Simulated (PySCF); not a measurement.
## MgH from Hartree–Fock to correlated methods

State: ²Σ⁺ (doublet), unpaired electrons σ ↑. Set-up: basis Mg 6-31G(d,p), H 6-31G(d,p); no relativity; PySCF 2.14. De refers to Mg + H in their ground configurations, without counterpoise correction. The functionals are run spin-unrestricted. A positive dipole means Mg(−)H(+).

```csv
Level,Re (Å),ωe (cm⁻¹),De (eV),μ (D),"CPU s a point (SCF and correlation, without the integrals)"
UHF,1.744,1534,1.16,-1.39,0.017
UHF-MP2,1.735,1551,1.21,n/a,0.025
UHF-SCS-MP2,1.734,1549,1.21,n/a,n/a
UHF-CCSD,1.747,1479,1.15,n/a,n/a
UHF-CCSD(T),1.748,1476,1.15,n/a,0.28
PBE,1.768,1402,1.41,-1.09,0.18
PBEsol,1.770,1402,1.49,-1.10,0.13
revPBE,1.772,1400,1.43,-1.13,0.13
r²SCAN,1.756,1447,1.62,-1.24,0.27
PBE0,1.754,1455,1.42,-1.18,0.28
BHandHLYP,1.740,1490,1.42,-1.27,0.14
```

(1) What are the measured Re and ωe, and which levels come closest?

```tsv
Level	error in Re (pm)	error in ωe (%)
UHF	1.4	2.6
UHF-MP2	0.6	3.7
UHF-SCS-MP2	0.5	3.6
UHF-CCSD	1.7	-1.1
UHF-CCSD(T)	1.8	-1.3
PBE	3.8	-6.2
PBEsol	4.0	-6.2
revPBE	4.2	-6.4
r²SCAN	2.6	-3.2
PBE0	2.4	-2.7
BHandHLYP	1.0	-0.3
```

Correlated steps freeze 1 core orbital. Correlated levels converge slowly with the basis: in double zeta they bind strong bonds too weakly, by up to about 1 eV, and carry superposition errors of some tenths. The state was picked by a PBE0 search and need not be the measured ground state.

The whole job (state search and all levels along the bond) took about 0.34 min on 1 thread of Arm Neoverse V2 (shared host), peak memory 0.32 GiB.

Results:

(1) Re = 1.7297 Å and ωe = 1495.2 cm⁻¹ (Huber and Herzberg, Constants of Diatomic Molecules (1979)). Closest are UHF-SCS-MP2 for the length (off by 0.005 Å) and BHandHLYP for the frequency (off by -0.3 %).
